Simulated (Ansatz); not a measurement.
cyclo-(PH)3 (P₃H₃). The state is a triplet with charge 0. Geometry PBE0-D4/def2-TZVP, that of the neutral singlet; atoms count from 1.

Cartesian coordinates in Å:
```
P 0.4887 1.1528 -0.3824
P -0.6305 -0.6885 -0.9179
P 0.6610 -0.6533 0.8648
H -0.5111 1.7251 0.4498
H -1.8030 -0.4004 -0.1684
H 1.7948 -1.1358 0.1540
```

At PBE0-D4/def2-TZVP a singlet of charge 0 lies 4.50 eV below the triplet at the same geometry.

**Question.** Estimate the Mulliken populations from the PBE0/def2-TZVP orbitals of Ansatz.

**Answer.** 
```
atom  charge (e)  spin (α − β)
  P1       -0.10          0.95
  P2       -0.10          0.32
  P3       -0.10          0.75
  H4        0.11          0.00
  H5        0.09          0.00
  H6        0.10         -0.02
```
Mulliken values depend strongly on the basis.

**Question.** Where does the spin sit?

**Answer.** Summed by element: P 2.02, H -0.02, of 2 unpaired in all. Largest on single atoms: P1 0.95, P3 0.75, P2 0.32.

**Question.** And the Mayer bond orders between heavy atoms (over 0.3)?

**Answer.** P1–P2 1.07 (2.22 Å); P1–P3 0.71 (2.20 Å); P2–P3 1.04 (2.20 Å).
